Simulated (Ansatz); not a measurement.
## SiH2SO (SMILES O[Si]S): methods side by side

SiH2SO: 5 atoms, total charge 0, spin state singlet. SMILES: `O[Si]S`. The coordinates come from a PBE0-D4/def2-TZVP relaxation. This is one conformer, not always the lowest.

```xyz
5

O    -1.1947   -0.6589   -0.3258
Si   -0.9568    0.9513   -0.0795
S     1.1677    1.1186    0.3603
H    -0.4894   -1.3081   -0.2672
H     1.5230   -0.1765    0.2707
```

Quantity: the energy change with the Si2–S3 bond stretched from 2.176 to 4.352 Å, in eV. The values are calculated.

```tsv
level	kind	program	value (eV)	less FCI/STO-3G	CPU time (all runs)
SVWN5/STO-3G (restricted)	LDA	Ansatz	5.17	+1.37	2.1 s
PBE/STO-3G (restricted)	GGA	Ansatz	4.82	+1.02	3.5 s
r2SCAN/STO-3G (restricted)	meta-GGA	Ansatz	5.07	+1.27	9.9 s
PBE0/STO-3G (restricted)	global hybrid	Ansatz	5.51	+1.71	2.6 s
wB97M-V/STO-3G (restricted)	range-separated hybrid	Ansatz	6.24	+2.44	43 s
MP2/STO-3G (restricted)	perturbation theory	Ansatz	4.91	+1.11	0.39 s
CCSDT(Q)/STO-3G (restricted)	coupled cluster or CI	Ansatz	3.84	+0.04	1.1 s
CCSDT/STO-3G (restricted)	coupled cluster or CI	Ansatz	3.81	+0.01	1.1 s
FCI/STO-3G	exact in the basis	Ansatz	3.80	0.00	58 s
```

FCI/STO-3G is exact within its basis and frozen core, so for wave-function methods in that basis the difference is their error; functionals converge differently with the basis, so for them it is only a difference. The first shape isn't each level's own minimum. The values span 3.80 to 6.24 eV. All rows use very small basis sets, so even the best lies far from the true value. CPU times are rough (shared hosts, several kinds of processor): they show what a rung costs within a factor of a few.
